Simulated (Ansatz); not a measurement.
# SiBH5O: small, medium and large basis sets

Aim: see how fast density functionals converge with the basis set for SiBH5O.

Computed with Ansatz 0.2.0, Gaussian basis. Level: one geometry, several basis sets.

Plan: PBE0-D4/def2-SVP; ωB97M-V/def2-SVP; PBE0-D4/def2-QZVPP; ωB97M-V/def2-QZVPP; the functionals' def2-TZVPP values are taken from earlier runs.

## 1. Structure used throughout

The geometry comes from an earlier relaxation with PBE0-D4 in a triple-zeta def2 set; it is a stationary point, not always the lowest conformer.

SMILES `BO[SiH3]`, 8 atoms, charge 0, spin multiplicity 1.

Atoms are counted from 1 here; the program's logs count them from 0.

Bond lengths: B1–O2 1.347 Å, B1–H4 1.204 Å, B1–H5 1.199 Å, O2–Si3 1.658 Å, Si3–H6 1.485 Å, Si3–H7 1.482 Å, Si3–H8 1.482 Å. Angles: O2–B1–H4 120.0°, O2–B1–H5 118.0°, H4–B1–H5 121.9°, B1–O2–Si3 132.3°, O2–Si3–H6 110.1°, O2–Si3–H7 107.9°, O2–Si3–H8 107.9°, H6–Si3–H7 110.4°, H6–Si3–H8 110.4°, H7–Si3–H8 110.0°.

## 2. PBE0-D4 in def2-SVP

File in.yaml:

```yaml
crystal:
  periodic: [false, false, false]
  atoms:
    - {symbol: B, position_ang: [-0.369687, 0.803386, -1.288171]}
    - {symbol: O, position_ang: [0.437364, -0.035848, -0.611657]}
    - {symbol: Si, position_ang: [0.369563, -0.652062, 0.925937]}
    - {symbol: H, position_ang: [-1.356997, 1.246061, -0.759938]}
    - {symbol: H, position_ang: [-0.071709, 1.086387, -2.414060]}
    - {symbol: H, position_ang: [-0.831742, -0.136504, 1.630955]}
    - {symbol: H, position_ang: [1.602072, -0.239441, 1.637471]}
    - {symbol: H, position_ang: [0.313336, -2.129179, 0.823563]}
basis:
  gaussian: {orbitals: def2-SVP}
hamiltonian: {xc: pbe0, dispersion: d4}
output: {orbitals: {seedname: orbitals}}
```

Command:

```bash
$ ansatz run in.yaml --threads 4 --pin off --events-out ev --progress --plain --max-ram 10444MiB
```

Further steps of the session: ωB97M-V in def2-SVP; PBE0-D4 in def2-QZVPP; ωB97M-V in def2-QZVPP.

Q: Predict the results of all the runs planned. Wanted: PBE0-D4: double and triple zeta above quadruple; ωB97M-V: double and triple zeta above quadruple.

**Answer**, as computed:

| quantity | value |
| --- | --- |
| PBE0-D4: double and triple zeta above quadruple | 6.62, 0.45 eV |
| ωB97M-V: double and triple zeta above quadruple | 6.74, 0.42 eV |

In words: For PBE0-D4 the step from double to triple zeta gains 6.17 eV and the next only 0.45 eV. Total energies overstate the basis error of differences, where much of it tends to cancel. The LUMO of ωB97M-V is positive and keeps falling with the basis (1.64 to 1.00 eV): an unbound level that the basis holds in place.
